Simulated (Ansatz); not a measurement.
Worked example: correlation energy of H3Si–BH2⁺, quartet

Geometry: that of the H3Si–BH2, triplet, kept fixed. The doublet lies 3.8 eV lower here.

```yaml
atoms:
  - { symbol: Si, position_ang: [-0.0183, 0.0000, 0.5801] }
  - { symbol: B, position_ang: [0.1280, 0.0000, -1.5103] }
  - { symbol: H, position_ang: [0.6619, -1.2307, 1.0551] }
  - { symbol: H, position_ang: [0.6619, 1.2307, 1.0551] }
  - { symbol: H, position_ang: [-1.4460, 0.0000, 0.9891] }
  - { symbol: H, position_ang: [-0.3709, -1.0966, -1.5314] }
  - { symbol: H, position_ang: [-0.3709, 1.0966, -1.5314] }
```

Basis cc-pVDZ; Ansatz 0.2.0. Only valence electrons are correlated (noble-gas cores frozen), which leaves 11 electrons in 51 orbitals. Prefix R: restricted or restricted open-shell reference; prefix U: unrestricted.

Full CI isn't at hand for all of this; UCCSDT(Q) serves as the reference, and is uncertain by the last step of the cluster series or more.

UCCSD has a T1 diagnostic of 0.068 and a largest doubles amplitude of 0.05.

Runs differ by some tens of microhartree through their thresholds and, for an open shell, their frozen cores, so steps under 0.03 kcal/mol mean nothing.

| level | total energy (hartree) |
| --- | --- |
| UHF | -315.956725 |
| UMP2 | -316.118594 |
| UCCSD | -316.167274 |
| UCCSD(T) | -316.174851 |
| UCCSDT | -316.176984 |
| UCCSDT(Q) | -316.177516 |

Question: What is the correlation energy at UCCSDT(Q), and what share of it do UMP2 and UCCSD(T) recover?

Answer: E(corr) = -316.177516 − (-315.956725) = -0.220791 hartree = -6.008 eV. UMP2: -0.161869 / -0.220791 = 73.31 %. UCCSD(T): -0.218126 / -0.220791 = 98.79 %.

Question: By how many kcal/mol does UCCSD(T) miss UCCSDT(Q) (1 hartree = 627.509 kcal/mol), and which steps make up the rest?

Answer: -316.174851 − (-316.177516) = 0.002665 hartree = 1.67 kcal/mol. Steps: UCCSDT − UCCSD(T) = -1.34, UCCSDT(Q) − UCCSDT = -0.33 kcal/mol. Differences between like states or geometries often cancel part of this.
